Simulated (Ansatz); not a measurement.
## Worked example: correlation energy of AlP⁺, doublet

Geometry: a point of a stretch scan, not a stationary point.

```yaml
atoms:
  - { symbol: Al, position_ang: [0.0000, 0.0000, 0.0000] }
  - { symbol: P, position_ang: [0.0000, 0.0000, 3.8050] }
```

Basis cc-pVDZ; Ansatz 0.2.0. Correlated methods freeze the noble-gas cores, which leaves 7 electrons in 26 orbitals. R marks a restricted (for open shells ROHF) determinant.

Full CI is exact within this basis and frozen core; it isn't the basis-set limit.

Runs differ by some tens of microhartree through their thresholds and, for an open shell, their frozen cores, so steps under 0.03 kcal/mol mean nothing.

| level | total energy (hartree) |
| --- | --- |
| RHF | -582.303883 |
| RMP2 | -582.403579 |
| RCCSD | -582.442248 |
| RCCSD(T) | -582.445717 |
| RCCSDT | -582.447871 |
| RCCSDT(Q) | -582.448243 |
| full CI | -582.448336 |

Task: What is the correlation energy at full CI, and what share of it do RMP2 and RCCSDT(Q) recover?

Result: E(corr) = -582.448336 − (-582.303883) = -0.144453 hartree = -3.931 eV. RMP2: -0.099696 / -0.144453 = 69.02 %. RCCSDT(Q): -0.144360 / -0.144453 = 99.94 %.

Task: By how many kcal/mol does RCCSD(T) miss full CI (1 hartree = 627.509 kcal/mol), and which steps make up the rest?

Result: -582.445717 − (-582.448336) = 0.002619 hartree = 1.64 kcal/mol. Steps: RCCSDT − RCCSD(T) = -1.35, RCCSDT(Q) − RCCSDT = -0.23, full CI − RCCSDT(Q) = -0.06 kcal/mol. With more than one leading determinant such errors change with state and geometry, and needn't cancel in differences.
